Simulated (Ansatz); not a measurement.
Mulliken charges of ClH₂NSi (`N[Si]Cl`) from B3LYP/def2-TZVPP in Ansatz (PBE0-D4/def2-TZVP geometry).

```tsv
atom	x (Å)	y (Å)	z (Å)	charge (e)
N1	-0.148	0.583	-0.234	-0.300
Si2	-0.116	-0.342	1.193	0.296
Cl3	0.649	-2.124	0.377	-0.293
H4	-0.473	1.539	-0.227	0.147
H5	0.139	0.271	-1.150	0.150
```

Q: By hand: the dipole of these point charges (1 e Å = 4.8032 D).

A: Σ q r = (-0.229, 0.613, 0.107) e Å, of length 0.663 e Å = 3.18 D.

Q: How does the dipole of the full density compare? (Estimate.)

A: Ansatz gave: (-0.115, 0.484, -0.247) e Å, 2.67 D; the point charges give 1.19 times that, at 36° from its direction.

Point charges leave out the atoms' own dipoles, such as those of lone pairs, and Mulliken's split depends on the basis, so the two needn't agree.

B3LYP here is the variant with VWN-RPA as its local correlation; programs differ in this.
